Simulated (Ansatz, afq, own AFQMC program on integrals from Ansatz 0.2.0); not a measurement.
Two steps: Ansatz 0.2.0 writes the Fock matrix and Cholesky factors of the valence space, and afq projects on them the lowest state that overlaps trial and start.

```yaml
crystal:
  periodic: [false, false, false]
  atoms:
    - {symbol: Si, position_ang: [0.000000, 0.000000, -3.086951]}
    - {symbol: Al, position_ang: [0.000000, 0.000000, 0.361913]}
    - {symbol: H, position_ang: [0.000000, 0.000000, 2.725037]}
basis:
  gaussian: {orbitals: 6-31G}
magnetization: {spin_polarized: true, initial_magnetization: 2}
correlation: {method: ccsd_t, electrons: outside_noble_gas, hamiltonian_folder: ham}
```

```sh
$ ansatz run in.yaml --threads 1 --pin off --events-out ev --progress --plain --max-ram 24576MiB --backend cuda --devices 0, --max-vram 18GiB
```

Options of the walk:

```
--method phaseless --trial hf --walkers 4000 --populations 20 --least-time 40 --time-step 0.005 --steps-per-block 20 --equilibration-blocks 160 --max-blocks 4000 --target-error 0.0017000 --factor-cut 1e-05 --start spin_pure --seed 4937 --taylor-order 6
```

Times are imaginary, in 1/Eh. The walk had a cap of 49 s. With eight or more populations the least sampling time is a fifth of least-time, and the error comes from their spread.

```
orbitals 18  electrons 5 3  factors 96 of 310
reference energy -531.22650883 Eh
CCSD correlation -0.08211091 Eh in 19 cycles, weight of the determinant in the CISD state 0.7929
energy of the start -531.234235 Eh
 block  time / (1/Eh)  mean weight  energy / Eh
     1     0.100  1.0002  -531.240283
     2     0.200  1.0001  -531.245684
     3     0.300  1.0002  -531.250612
     4     0.400  1.0003  -531.255022
     5     0.500  1.0004  -531.259177
     9     0.900  1.0002  -531.272594
    25     2.500  1.0000  -531.296802
    49     4.900  1.0000  -531.306473
    73     7.300  1.0000  -531.307586
    97     9.700  1.0001  -531.308217
   121    12.100  0.9999  -531.308630
   145    14.500  1.0000  -531.310341
   163    16.300  1.0000  -531.310898
   169    16.900  1.0000  -531.308617
   193    19.300  1.0002  -531.307488
   217    21.700  0.9999  -531.308012
   235    23.500  1.0001  -531.308704
error from the spread of 20 populations
energy -531.308893 +/- 0.000888 Eh
(rows thinned)
```

Question: Estimate how long the walk took on 1 × NVIDIA H100 80GB HBM3 with 2 threads of AMD EPYC 7R13 Processor (Zen 3), on a shared host (the card was shared).

Answer: 19 s of wall time.

The run passed its tests (sampling time, drift between the halves within three errors, error under three times the target), which doesn't prove that it has relaxed.

Against this walk (error 24.2 meV) on the same determinant: CCSD(T) 39.4 meV lower (within the noise), CCSDT(Q) 81.2 meV lower, CCSDTQ 83.4 meV lower, full CI 83.7 meV lower, a separate phaseless walk with a CISD trial and standard settings 49.8 ± 24.3 meV lower. The error is statistical and leaves out the bias of the constraint. The determinant has ⟨S²⟩ = 2.39, so the low cluster orders mix in higher spin, while the walk starts as a pure triplet. Full CI is exact here, so the walk's 84 meV above it is the walk's own error: the bias of the constraint with this trial. The determinant is a poor start (see the cautions), so the low cluster orders aren't to be relied on, and full CI is the sure value.

Cautions: constraint bias not in the error; lower spins were not checked; strong correlation (T1 0.070, weight of the determinant 0.79, largest double 0.12); unrestricted determinant spin contaminated (⟨S²⟩ 2.39 against 2.00).

CCSDT and higher add their correlation energy to the determinant of the CCSD(T) run, since their own runs factorise the integrals more tightly (a shift of under 2 meV). A walk keeps the symmetry of its determinant, which the program's search chose and which needn't be the lowest solution, so a lower state of the same spin and another symmetry isn't excluded.
